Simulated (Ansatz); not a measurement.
Cu4SnS4 (Pnma, No. 62; cell taken from a computed entry), treated with PBEsol (plane waves, PAW; Ansatz, an electronic-structure program).

Settings: plane-wave cutoff 520 eV, 4×8×10 k mesh (along the axes of the cell as run), Fermi–Dirac smearing 0.05 eV, no spin polarisation, scalar-relativistic PAW data made under PBE.

Cell (relaxed with PBEsol):

```cif
data_Cu16S16Sn4
_chemical_formula_sum 'Cu16 Sn4 S16'
_space_group_name_H-M_alt 'P 1'
_space_group_IT_number 1
_cell_length_a 13.27763
_cell_length_b 7.53649
_cell_length_c 6.39481
_cell_angle_alpha 90.000
_cell_angle_beta 90.000
_cell_angle_gamma 90.000
loop_
_space_group_symop_operation_xyz
  'x, y, z'
loop_
_atom_site_label
_atom_site_type_symbol
_atom_site_fract_x
_atom_site_fract_y
_atom_site_fract_z
_atom_site_occupancy
Cu1 Cu 0.82541 0.25000 0.93932 1
Cu2 Cu 0.17459 0.75000 0.06068 1
Cu3 Cu 0.67459 0.75000 0.43932 1
Cu4 Cu 0.32541 0.25000 0.56068 1
Cu5 Cu 0.16636 0.48592 0.61228 1
Cu6 Cu 0.83364 0.51408 0.38772 1
Cu7 Cu 0.33364 0.51408 0.11228 1
Cu8 Cu 0.66636 0.48592 0.88772 1
Cu9 Cu 0.66636 0.01408 0.88772 1
Cu10 Cu 0.33364 0.98592 0.11228 1
Cu11 Cu 0.83364 0.98592 0.38772 1
Cu12 Cu 0.16636 0.01408 0.61228 1
Cu13 Cu 0.92006 0.25000 0.60306 1
Cu14 Cu 0.07994 0.75000 0.39694 1
Cu15 Cu 0.57994 0.75000 0.10306 1
Cu16 Cu 0.42006 0.25000 0.89694 1
Sn1 Sn 0.92124 0.75000 0.89123 1
Sn2 Sn 0.07876 0.25000 0.10877 1
Sn3 Sn 0.57876 0.25000 0.39123 1
Sn4 Sn 0.42124 0.75000 0.60877 1
S1 S 0.40417 0.25000 0.25094 1
S2 S 0.59583 0.75000 0.74906 1
S3 S 0.09583 0.75000 0.75094 1
S4 S 0.90417 0.25000 0.24906 1
S5 S 0.67568 0.50235 0.24363 1
S6 S 0.32432 0.49765 0.75637 1
S7 S 0.82432 0.49765 0.74363 1
S8 S 0.17568 0.50235 0.25637 1
S9 S 0.17568 0.99765 0.25637 1
S10 S 0.82432 0.00235 0.74363 1
S11 S 0.32432 0.00235 0.75637 1
S12 S 0.67568 0.99765 0.24363 1
S13 S 0.92150 0.75000 0.27824 1
S14 S 0.07850 0.25000 0.72176 1
S15 S 0.57850 0.25000 0.77824 1
S16 S 0.42150 0.75000 0.22176 1
```

**Question.** Give the computed band gap, smallest direct gap on the k points sampled and direct gap at Γ.

**Answer.** 
- band gap: 0.02 eV (under three smearing widths, so not firm)
- smallest direct gap on the k points sampled: 0.03 eV (under three smearing widths, so not firm)
- direct gap at Γ: 0.13 eV (under three smearing widths, so not firm)

Spin–orbit coupling is not included; it can close the smallest gap of 0.02 eV.

Cost on a shared machine: roughly 28 core-minutes.
